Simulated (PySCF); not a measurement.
## How far each method lies from full CI for N2⁺, doublet

Geometry: that of the N2, singlet, kept fixed.

| atom | x (Å) | y (Å) | z (Å) |
| --- | --- | --- | --- |
| N | 0.0000 | 0.0000 | 0.0000 |
| N | 0.0000 | 0.0000 | 1.0895 |

Basis 6-31G; PySCF 2.14.0. Correlated methods freeze the noble-gas cores, which leaves 9 electrons in 16 orbitals. Prefix R: restricted or restricted open-shell reference; prefix U: unrestricted.

Full CI is exact within this basis and frozen core; it isn't the basis-set limit. The frozen core follows each run's orbitals, which can shift R against U totals by a few meV.

HF rows: RHF is the determinant under the cluster runs. The determinant for coupled cluster was chosen by a search with trial CCSD, here up to 0.05 eV above the lowest Hartree–Fock solution of its kind, and MP2 stands on that determinant too.

Even RCCSDT lies 0.11 eV above full CI, so the series on this determinant hasn't closed, and part of each miss may be a gap between states.

- UHF ⟨S²⟩: 1.227
- ⟨S²⟩ of the determinant under UCCSD: 0.764
- T1 diagnostic (ROHF- or RHF-based CCSD): 0.0196
- largest doubles amplitude (ROHF- or RHF-based CCSD): 0.119

| level | E − E(full CI) (mEh) | share of correlation (%) | wall time |
| --- | --- | --- | --- |
| RHF | 278.42 | 0.00 | – |
| RMP2 | -15.76 | 105.66 | – |
| RCCSD | 14.81 | 94.68 | – |
| RCCSD(T) | 3.86 | 98.61 | 0.2 s |
| RCCSDT | 3.95 | 98.58 | 2.7 s |

The correlation energy at full CI, counted from RHF, is -7.576 eV. Full CI, over all symmetries tried, took 39 s on 1 thread of Arm Neoverse V2, shared host; the state has 994,800 determinants.

Run but not shown, since their state, orbitals or frozen core can't be matched to the reference's or they repeat it: UHF, UMP2, UCCSD, UCCSD(T), UCCSDT.

Times are those of the correlated step on a shared host, with one SCF added for the restricted CCSD run; they ran on 1 thread of Arm Neoverse V2.

Not variational, and here over 5 meV under the exact energy: RMP2.

The full-CI state has the irrep Ag of D2h, in the program's axes (one component, if the state is degenerate).

Natural occupations of full CI about the gap: 1.985 1.911 1.902 1.902 1.047 0.102 0.102 0.019 0.008 0.006; effectively unpaired electrons, Σ n²(2−n)², 1.17.
